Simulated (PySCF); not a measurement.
## BN under electron impact: the energy ladder

PBE0 in PySCF with def2-TZVPPD on every atom, for the lowest determinant that a PBE0 search found; no spin–orbit coupling.

```json
{"species": "BN", "state (unpaired electrons)": "triplet (σ ↑, π ↑)", "Re (Å)": "1.316", "ωe (cm⁻¹)": "1595", "energy of the minimum from the neutral (eV)": "0.00", "De (eV)": "4.82", "dissociates to": "B + N"}
{"species": "BN⁺", "state (unpaired electrons)": "quartet (σ ↑, π ↑↑)", "Re (Å)": "1.435", "ωe (cm⁻¹)": "1167", "energy of the minimum from the neutral (eV)": "11.24", "De (eV)": "2.22", "dissociates to": "B⁺ + N"}
```

**Question.** Work out the lowest energy to break BN into atoms, from its vibrational ground state.

**Answer.** D0 = De − ωe/2 = 4.82 − 0.10 = 4.72 eV (PBE0/def2-TZVPPD).

**Question.** Work out the ionisation energy of the B atom at this level and the threshold of dissociative ionisation.

**Answer.** IE(B) = 11.24 + 2.22 − 4.82 = 8.64 eV, so B⁺ + N + e⁻ appears at D0 + IE(B) = 13.36 eV (PBE0/def2-TZVPPD). The measured IE(B) is 8.298 eV (NIST ASD).

These are thermodynamic thresholds; the onsets seen under electron impact lie higher where the geometry changes, and cross-sections peak well above them.

For an ion De counts to the pair picked by the measured ionisation energies or electron affinities, which need not be the lowest pair at this level. States were picked by a PBE0 search and need not be the measured ground states.
